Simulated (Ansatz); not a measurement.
**AlHSCl (SMILES [SH][Al][Cl]): the energy, rung by rung**

AlHSCl has 4 atoms, charge 0, and is taken as a doublet. SMILES: `[SH][Al][Cl]`. The shape is that of a PBE0-D4/def2-TZVP optimisation.

```xyz
4

S     0.4398    0.9849   -0.7447
Al   -0.3941   -0.5259    0.6091
Cl    0.2262   -2.5074    0.2510
H    -0.2164    1.9881   -0.1356
```

Quantity: the energy change with the S1–H4 bond stretched from 1.345 to 2.689 Å, in eV. The values are calculated.

```
          level                    kind  program  value (eV)  less FCI/STO-3G  CPU time (all runs)
     UHF/STO-3G            Hartree–Fock   Ansatz        3.54            -0.33                1.3 s
  USVWN5/STO-3G                     LDA   Ansatz        4.69            +0.82                4.9 s
U-revPBE/STO-3G                     GGA   Ansatz        4.22            +0.35                 13 s
   UBLYP/STO-3G                     GGA   Ansatz        4.14            +0.27                 14 s
   UPBE0/STO-3G           global hybrid   Ansatz        4.45            +0.58                 14 s
 U-wB97X/STO-3G  range-separated hybrid   Ansatz        4.68            +0.81                 65 s
UCCSD(T)/STO-3G   coupled cluster or CI   Ansatz        3.97            +0.10                1.9 s
  UCCSDT/STO-3G   coupled cluster or CI   Ansatz        3.90            +0.03                4.5 s
     FCI/STO-3G      exact in the basis   Ansatz        3.87             0.00                 24 s
```

FCI/STO-3G is exact within its basis and frozen core, so for wave-function methods in that basis the difference is their error; functionals converge differently with the basis, so for them it is only a difference. The first shape isn't each level's own minimum. The values span 3.54 to 4.69 eV. Spin contamination of the reference (⟨S²⟩ at least 0.1 too high) touches UHF/STO-3G, USVWN5/STO-3G, U-revPBE/STO-3G, UBLYP/STO-3G, UPBE0/STO-3G, U-wB97X/STO-3G, UCCSD(T)/STO-3G, UCCSDT/STO-3G. All rows use very small basis sets, so none should be taken for the real molecule's value. Times are those of the runs behind each value, whatever else they computed, on shared processors of several kinds: orders of magnitude only.
